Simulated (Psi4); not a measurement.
Process, species as SMILES: CS (CH3-SH) + [H][H] (H2) → C (CH4) + S (H2S)
B3LYP-D3(BJ)/def2-TZVP geometries, fixed; electronic energies without zero-point terms.
Largest species:
```
C
H 1 1.0879
H 1 1.0879 2 110.33
H 1 1.0886 2 108.79 3 -119.26
S 1 1.8231 2 111.32 4 -116.63
H 5 1.3429 1 97.06 2 -61.78
```
Charge 0, spin multiplicity 1.

How fast the energy of full hydrogenation converges with the basis for several methods (Psi4): deviation from each method's own reference, in kcal/mol. References: HF -23.04 kcal/mol, the value in def2-QZVPPD; MP2 -18.62 kcal/mol, Hartree-Fock in cc-pV(Q+d)Z plus the correlation part extrapolated as X^-3 from cc-pV(T+d)Z and cc-pV(Q+d)Z; PBE -19.21 kcal/mol, the value in def2-QZVPPD; wB97X-V -19.38 kcal/mol, the value in def2-QZVPPD. All functions are spherical. Density fitting with the program's default auxiliary sets. In correlated methods cores are frozen. Psi4's default fitting sets serve the pcseg sets less well. No added dispersion term, no relativity. Functionals ending in -V hold VV10 correlation. 

```tsv
basis	functions	HF	MP2	PBE	wB97X-V
STO-3G	18	6.47	7.10	8.64	7.49
cc-pV(D+d)Z	57	-1.45	-1.78	-0.30	-0.93
6-311+G**	76	-0.52	-0.25	-0.38	-0.49
def2-SVPD	79	-2.27	-3.16	-2.10	-2.14
aug-pcseg-1	86	-1.00	-1.48	-0.51	-0.68
def2-TZVP	92	0.17	0.53	0.47	0.28
6-311++G(2d,2p)	102	-0.68	-1.27	-0.47	-0.60
def2-TZVPD	119	0.14	0.72	0.24	0.17
def2-TZVPP	129	-0.07	-0.66	0.06	-0.03
def2-TZVPPD	156	-0.09	-0.56	-0.06	-0.08
def2-QZVP	247	0.01	-0.24	0.03	0.01
def2-QZVPP	247	0.01	-0.24	0.03	0.01
```

Mean absolute deviation over 6-311+G**, def2-TZVP, 6-311++G(2d,2p), def2-TZVPD, def2-TZVPP, def2-TZVPPD: wB97X-V 0.27, HF 0.28, PBE 0.28, MP2 0.67 kcal/mol.
